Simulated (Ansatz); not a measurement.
```yaml
crystal:
  periodic: [false, false, false]
  atoms:
    - {symbol: Ga, position_ang: [-0.719392, -0.084007, -0.001365]}
    - {symbol: C, position_ang: [1.210223, 0.381769, 0.003983]}
    - {symbol: O, position_ang: [2.337415, -0.002322, 0.002504]}
    - {symbol: H, position_ang: [-1.760702, 1.298731, 0.007210]}
basis:
  gaussian: {orbitals: def2-TZVP}
magnetization: {spin_polarized: true, initial_magnetization: 2}
hamiltonian: {xc: pbe0}
relax: {f_tol: 0.004, max_steps: 80}
```

```sh
$ ansatz run in.yaml --threads 1 --pin off --events-out ev --progress --plain --max-ram 2176MiB
```

Steps of the relaxation (energy above the last step; positions in Å, forces in eV/Å):

```
4
step 1, 360.2 meV
Ga   -0.719   -0.084   -0.001   -0.624    1.791    0.012
C     1.210    0.382    0.004    3.095   -2.122   -0.012
O     2.337   -0.002    0.003   -3.232    1.628    0.008
H    -1.761    1.299    0.007    0.761   -1.296   -0.008
```

```
4
step 2, 63.9 meV
Ga   -0.728    0.053    0.000    0.557    0.136    0.002
C     1.231    0.342    0.004    0.112   -0.775   -0.005
O     2.334   -0.008    0.002   -0.593    0.528    0.003
H    -1.769    1.207    0.007   -0.076    0.111    0.001
```

```
4
step 3, 25.5 meV
Ga   -0.724    0.049    0.000    0.283    0.052    0.001
C     1.214    0.302    0.003   -0.369   -0.322   -0.003
O     2.330    0.026    0.003    0.104    0.192    0.001
H    -1.752    1.217    0.007   -0.019    0.078    0.001
```

```
4
step 8, 0.0 meV
Ga   -0.750   -0.006   -0.001    0.000    0.001    0.000
C     1.170    0.222    0.003    0.001   -0.001    0.000
O     2.315    0.121    0.003   -0.001    0.001    0.000
H    -1.667    1.258    0.007    0.000   -0.001    0.000
```

Close pairs at the end: C2–O3 1.150 Å, Ga1–H4 1.561 Å, Ga1–C2 1.934 Å.

A stationary point of unrestricted PBE0 after 8 steps, with ⟨S²⟩ = 2.004 against 2.00 for a pure state; no frequencies were run, so it isn't proven a minimum. 27 s on 1 thread of Intel Xeon 6975P-C, shared host.
